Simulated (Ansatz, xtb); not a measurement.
## A geometry optimisation of CH2B with r2SCAN-D4/def2-SVP

The starting geometry of this gas-phase doublet has its atoms placed at random.

```xyz
4

C    -1.1487   -0.0643   -0.0253
B    -1.2276    0.3847    1.3964
H     0.0100    0.1287    1.7212
H    -1.0467   -0.0737   -1.1197
```

Question: One run relaxed it with r2SCAN-D4/def2-SVP. What is a likely outcome?

Answer: It ends as `B=[CH]`.

The energy falls by 1.73 eV over 9 steps:

| step | E − E(last) (eV) |
| --- | --- |
| 1 | 1.727 |
| 2 | 1.077 |
| 3 | 0.743 |
| 4 | 0.225 |
| 5 | 0.015 |
| 6 | 0.001 |
| 7 | 0.000 |
| 8 | 0.000 |
| 9 | 0.000 |

Final geometry (Å):

```tsv
atom	x (Å)	y (Å)	z (Å)
C	-1.0727	0.0236	-0.1763
B	-0.6499	0.1591	1.1136
H	-0.2828	0.2767	2.2335
H	-1.4074	-0.0841	-1.1983
```

From the same start GFN2-xTB reaches the same bonding as this run.

From so rough a start the end depends on the optimiser's path, so another program may land elsewhere. The end wasn't checked by frequencies. Open shells are spin-unrestricted. Run with Ansatz 0.2.0, 68 s on 1 thread of Arm Neoverse V1 (shared host).
